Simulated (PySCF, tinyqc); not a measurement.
LCCD on RHF in the sto-3g basis, for CH2, spin multiplicity 1, step by step. The lowest restricted solution is unstable here: a spin-polarised one lies 0.0323 hartree lower (PySCF). One step of it, computed by the program tinyqc.

Problem. Iteration 1: building the Fock matrix. J_ij = sum D_kl (ij|kl), K_ij = sum D_kl (ik|jl); F = H + J - 0.5 K; E = tr D H + tr D J / 2 - 0.25 tr D K + E_nn.

D at the start:
```
            1C 1s      1C 2s    1C 2px     1C 2py     1C 2pz      2H 1s      3H 1s
1C 1s    2.063024  -0.216834  0.000000   0.000000   0.153549  -0.170081  -0.170081
1C 2s   -0.216834   0.985933  0.000000   0.000000  -0.532302   0.356459   0.356459
1C 2px   0.000000   0.000000  0.000000   0.000000   0.000000   0.000000   0.000000
1C 2py   0.000000   0.000000  0.000000   1.051047   0.000000   0.430891  -0.430891
1C 2pz   0.153549  -0.532302  0.000000   0.000000   1.756768   0.129621   0.129621
2H 1s   -0.170081   0.356459  0.000000   0.430891   0.129621   0.381053   0.027754
3H 1s   -0.170081   0.356459  0.000000  -0.430891   0.129621   0.027754   0.381053
```

core Hamiltonian H = T + V (hartree):
```
             1C 1s      1C 2s     1C 2px     1C 2py     1C 2pz      2H 1s      3H 1s
1C 1s   -18.752134  -4.524125   0.000000   0.000000  -0.020784  -1.204495  -1.204495
1C 2s    -4.524125  -5.677357   0.000000   0.000000  -0.209898  -2.564062  -2.564062
1C 2px    0.000000   0.000000  -4.542210   0.000000   0.000000   0.000000   0.000000
1C 2py    0.000000   0.000000   0.000000  -4.714524   0.000000  -1.665512   1.665512
1C 2pz   -0.020784  -0.209898   0.000000   0.000000  -4.634039  -1.274227  -1.274227
2H 1s    -1.204495  -2.564062   0.000000  -1.665512  -1.274227  -3.674515  -0.889660
3H 1s    -1.204495  -2.564062   0.000000   1.665512  -1.274227  -0.889660  -3.674515
```

Two-electron integrals (ij|kl) in chemists' order, unique and non-zero (hartree):
```
(11|11) 3.541948    (21|11) 0.576921    (21|21) 0.111888    (22|11) 0.854682
(22|21) 0.205284    (22|22) 0.624709    (31|31) 0.020296    (32|31) 0.030858
(32|32) 0.137996    (33|11) 0.852436    (33|21) 0.205335    (33|22) 0.624568
(33|33) 0.672833    (41|41) 0.020296    (42|41) 0.030858    (42|42) 0.137996
(43|43) 0.036269    (44|11) 0.852436    (44|21) 0.205335    (44|22) 0.624568
(44|33) 0.600295    (44|44) 0.672833    (51|51) 0.020296    (52|51) 0.030858
(52|52) 0.137996    (53|53) 0.036269    (54|54) 0.036269    (55|11) 0.852436
(55|21) 0.205335    (55|22) 0.624568    (55|33) 0.600295    (55|44) 0.600295
(55|55) 0.672833    (61|11) 0.153510    (61|21) 0.029567    (61|22) 0.054063
(61|33) 0.053878    (61|41) 0.001473    (61|42) 0.002721    (61|44) 0.054252
(61|51) 0.001075    (61|52) 0.001986    (61|54) 0.000273    (61|55) 0.054077
(61|61) 0.007992    (62|11) 0.343822    (62|21) 0.083565    (62|22) 0.276950
(62|33) 0.270554    (62|41) 0.006421    (62|42) 0.042905    (62|44) 0.282910
(62|51) 0.004687    (62|52) 0.031321    (62|54) 0.009020    (62|55) 0.277138
(62|61) 0.022992    (62|62) 0.156721    (63|31) 0.008797    (63|32) 0.045431
(63|43) 0.008560    (63|53) 0.006249    (63|63) 0.020080    (64|11) 0.229076
(64|21) 0.056430    (64|22) 0.198324    (64|33) 0.188269    (64|41) 0.012602
(64|42) 0.074150    (64|44) 0.213763    (64|51) 0.002777    (64|52) 0.020966
(64|54) 0.012361    (64|55) 0.192731    (64|61) 0.016312    (64|62) 0.133480
(64|64) 0.131722    (65|11) 0.167228    (65|21) 0.041195    (65|22) 0.144779
(65|33) 0.137439    (65|41) 0.002777    (65|42) 0.020966    (65|44) 0.143551
(65|51) 0.010825    (65|52) 0.060736    (65|54) 0.013022    (65|55) 0.153195
(65|61) 0.011908    (65|62) 0.097442    (65|64) 0.081500    (65|65) 0.079576
(66|11) 0.482819    (66|21) 0.119372    (66|22) 0.447271    (66|33) 0.423386
(66|41) 0.012110    (66|42) 0.106383    (66|44) 0.469812    (66|51) 0.008840
(66|52) 0.077661    (66|54) 0.033891    (66|55) 0.448127    (66|61) 0.033410
(66|62) 0.312284    (66|64) 0.294682    (66|65) 0.215122    (66|66) 0.774606
(71|11) 0.153510    (71|21) 0.029567    (71|22) 0.054063    (71|33) 0.053878
(71|41) -0.001473   (71|42) -0.002721   (71|44) 0.054252    (71|51) 0.001075
(71|52) 0.001986    (71|54) -0.000273   (71|55) 0.054077    (71|61) 0.007762
(71|62) 0.021719    (71|64) 0.013905    (71|65) 0.011256    (71|66) 0.030879
(71|71) 0.007992    (72|11) 0.343822    (72|21) 0.083565    (72|22) 0.276950
(72|33) 0.270554    (72|41) -0.006421   (72|42) -0.042905   (72|44) 0.282910
(72|51) 0.004687    (72|52) 0.031321    (72|54) -0.009020   (72|55) 0.277138
(72|61) 0.021719    (72|62) 0.117853    (72|64) 0.071008    (72|65) 0.071385
(72|66) 0.188178    (72|71) 0.022992    (72|72) 0.156721    (73|31) 0.008797
(73|32) 0.045431    (73|43) -0.008560   (73|53) 0.006249    (73|63) 0.014311
(73|73) 0.020080    (74|11) -0.229076   (74|21) -0.056430   (74|22) -0.198324
(74|33) -0.188269   (74|41) 0.012602    (74|42) 0.074150    (74|44) -0.213763
(74|51) -0.002777   (74|52) -0.020966   (74|54) 0.012361    (74|55) -0.192731
(74|61) -0.013905   (74|62) -0.071008   (74|64) -0.029508   (74|65) -0.042068
(74|66) -0.102239   (74|71) -0.016312   (74|72) -0.133480   (74|74) 0.131722
(75|11) 0.167228    (75|21) 0.041195    (75|22) 0.144779    (75|33) 0.137439
(75|41) -0.002777   (75|42) -0.020966   (75|44) 0.143551    (75|51) 0.010825
(75|52) 0.060736    (75|54) -0.013022   (75|55) 0.153195    (75|61) 0.011256
(75|62) 0.071385    (75|64) 0.042068    (75|65) 0.056659    (75|66) 0.121752
(75|71) 0.011908    (75|72) 0.097442    (75|74) -0.081500   (75|75) 0.079576
(76|11) 0.110148    (76|21) 0.026897    (76|22) 0.093003    (76|33) 0.090308
(76|44) 0.092810    (76|51) 0.002453    (76|52) 0.017690    (76|55) 0.095802
(76|61) 0.007259    (76|62) 0.048732    (76|64) 0.035719    (76|65) 0.033254
(76|66) 0.092612    (76|71) 0.007259    (76|72) 0.048732    (76|74) -0.035719
(76|75) 0.033254    (76|76) 0.018309    (77|11) 0.482819    (77|21) 0.119372
(77|22) 0.447271    (77|33) 0.423386    (77|41) -0.012110   (77|42) -0.106383
(77|44) 0.469812    (77|51) 0.008840    (77|52) 0.077661    (77|54) -0.033891
(77|55) 0.448127    (77|61) 0.030879    (77|62) 0.188178    (77|64) 0.102239
(77|65) 0.121752    (77|66) 0.303800    (77|71) 0.033410    (77|72) 0.312284
(77|74) -0.294682   (77|75) 0.215122    (77|76) 0.092612    (77|77) 0.774606
```

nuclear repulsion = 6.24968122 hartree

Give: Coulomb J; exchange K; Fock matrix F; total energy of this density.

Solution.

Coulomb J (hartree):
```
          1C 1s   1C 2s  1C 2px   1C 2py   1C 2pz   2H 1s    3H 1s
1C 1s   11.5345  2.2307  0.0000   0.0000  -0.0034  0.5909   0.5909
1C 2s    2.2307  5.1648  0.0000   0.0000   0.0337  2.2924   2.2924
1C 2px   0.0000  0.0000  5.0434   0.0000   0.0000  0.0000   0.0000
1C 2py   0.0000  0.0000  0.0000   5.2196   0.0000  1.6452  -1.6452
1C 2pz  -0.0034  0.0337  0.0000   0.0000   5.2151  1.2130   1.2130
2H 1s    0.5909  2.2924  0.0000   1.6452   1.2130  3.7667   0.7700
3H 1s    0.5909  2.2924  0.0000  -1.6452   1.2130  0.7700   3.7667
```

exchange K (hartree):
```
         1C 1s    1C 2s  1C 2px   1C 2py   1C 2pz   2H 1s    3H 1s
1C 1s   7.1716   1.2691  0.0000   0.0000   0.0110  0.3436   0.3436
1C 2s   1.2691   1.6994  0.0000   0.0000  -0.0681  0.9109   0.9109
1C 2px  0.0000   0.0000  0.3593   0.0000   0.0000  0.0000   0.0000
1C 2py  0.0000   0.0000  0.0000   1.5062   0.0000  0.6714  -0.6714
1C 2pz  0.0110  -0.0681  0.0000   0.0000   1.6296  0.4509   0.4509
2H 1s   0.3436   0.9109  0.0000   0.6714   0.4509  1.1776   0.3371
3H 1s   0.3436   0.9109  0.0000  -0.6714   0.4509  0.3371   1.1776
```

Fock matrix F (hartree):
```
           1C 1s    1C 2s  1C 2px   1C 2py   1C 2pz    2H 1s    3H 1s
1C 1s   -10.8034  -2.9279  0.0000   0.0000  -0.0297  -0.7854  -0.7854
1C 2s    -2.9279  -1.3622  0.0000   0.0000  -0.1422  -0.7271  -0.7271
1C 2px    0.0000   0.0000  0.3216   0.0000   0.0000   0.0000   0.0000
1C 2py    0.0000   0.0000  0.0000  -0.2480   0.0000  -0.3561   0.3561
1C 2pz   -0.0297  -0.1422  0.0000   0.0000  -0.2337  -0.2866  -0.2866
2H 1s    -0.7854  -0.7271  0.0000  -0.3561  -0.2866  -0.4966  -0.2882
3H 1s    -0.7854  -0.7271  0.0000   0.3561  -0.2866  -0.2882  -0.4966
```

total energy of this density = -38.234005 hartree
